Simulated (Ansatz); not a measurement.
A nudged elastic band was laid between two geometries of BF₂H (4 atoms, charge 0, multiplicity 1).

Method: RKS r2SCAN-D4/def2-SVPD in Ansatz 0.2.0.

```
movable images  : 9
climbing image  : yes
spring          : 5.0 eV/Å²
optimiser       : quadratic models (default)
start path      : through a guess of the saddle point
force threshold : 0.05 eV/Å
iteration limit : 60
end points      : relaxed
```

First end point:

```xyz
4
Properties=species:S:1:pos:R:3
B 0.278 0.000 0.206
H 0.217 0.000 1.400
F 1.443 0.000 -0.420
F -0.814 0.000 -0.537
```

Last end point:

```xyz
4
Properties=species:S:1:pos:R:3
B -0.594 0.000 -0.146
H 1.306 0.000 0.525
F 2.198 0.000 0.837
F -1.786 0.000 -0.568
```

Task: Which bonds break or form, and what moves?

Result: Bonds broken: B1–H2, B1–F3. Bonds formed: H2–F3. BF2H becomes BF + FH.

Task: Give the energies along the band, and the barrier.

Result: It converged. The highest image is number 4 of 0 to 10, 427.7 kJ/mol above the first end and 61.4 kJ/mol above the last; the last end lies 366.3 kJ/mol above the first. Neighbouring images differ by up to 1.8 eV, so the band resolves the path poorly. A vibrational analysis at the climbing image gives one clearly imaginary mode, 1134i cm⁻¹: a first-order saddle point. The orbitals stay closed-shell, which can raise the energy where a bond breaks towards radicals; this wasn't checked here.

```
image  path coordinate (Å)  energy (kJ/mol)  B1–H2 (Å)  B1–F3 (Å)  H2–F3 (Å)
    0                 0.00              0.0       1.20       1.32       2.19
    1                 0.29             42.1       1.18       1.34       1.91
    2                 0.59            181.3       1.18       1.46       1.63
    3                 0.88            359.7       1.22       1.70       1.41
    4                 1.18            427.7       1.35       1.93       1.18
    5                 1.49            398.9       1.63       2.22       0.99
    6                 1.80            383.2       1.86       2.54       0.95
    7                 2.11            377.3       1.92       2.71       0.95
    8                 2.42            372.3       1.94       2.82       0.95
    9                 2.73            368.1       1.97       2.90       0.95
   10                 3.04            366.3       2.02       2.96       0.95
```

Task: What is the geometry of the highest image?

Result: 
```xyz
4
Properties=species:S:1:pos:R:3
B -0.348 0.000 0.347
H 0.836 0.000 1.003
F 1.565 0.000 0.079
F -0.930 0.000 -0.781
```

Time of the run: 2.8 min on 1 thread of Arm Neoverse V2, on a shared host, peak memory 0.14 GiB.
